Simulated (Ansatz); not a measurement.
Basis-set extrapolation for `[SiH3][AlH][Cl]` (PBE0-D4/def2-TZVP geometry, frozen core, Ansatz). Multiplicity 1, RHF reference.

|  | def2-TZVPP | def2-QZVPP |
| --- | --- | --- |
| HF | -992.772003 | -992.800742 |
| MP2 correlation | -0.392503 | -0.427715 |
| CCSD(T) correlation | -0.461566 | not run |

Energies in hartree. Use E(X) = E(∞) + A·exp(−7.88·√X) for Hartree–Fock and E(X) = E(∞) + B·X^(−2.97) for correlation, with X = 3 and 4, and add CCSD(T) minus MP2 of the smaller set to the MP2 limit.

Task: What is the CCSD(T) energy at the basis-set limit?

Result: HF limit: -992.800742 + (-0.028739) × 0.13774 = -992.80470. MP2 limit: -0.427715 + (-0.035212) × 0.74074 = -0.45380. Higher-order term: -0.461566 − (-0.392503) = -0.06906. Total: -993.32756 hartree, 59.0 kcal/mol below CCSD(T)/def2-TZVPP.
